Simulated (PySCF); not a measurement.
**Relaxation of doublet BFCl**

Level of theory: UPBE0/[B def2-TZVP, F def2-TZVP, Cl def2-TZVP], no relativity, density fitting, PySCF. A (50,194) grid was used.

A hand-made linear start, of C∞v symmetry, held to at least that symmetry:

```xyz
3
charge 0 multiplicity 2, angstrom
B     0.0000    0.0000   -0.5546
F     0.0000    0.0000   -2.0446
Cl    0.0000    0.0000    1.2854
```

Q: What does it relax to?

A: It ends at C∞v with B–Cl 1.990 Å, B–F 1.274 Å; Cl–B–F 180.0°. A frequency run shows 2 imaginary modes (one degenerate set), down to 1179i cm⁻¹, so it is a higher-order saddle point.

Q: How much energy is released, and in how many steps?

A: 55.1 kJ/mol in 6 steps.
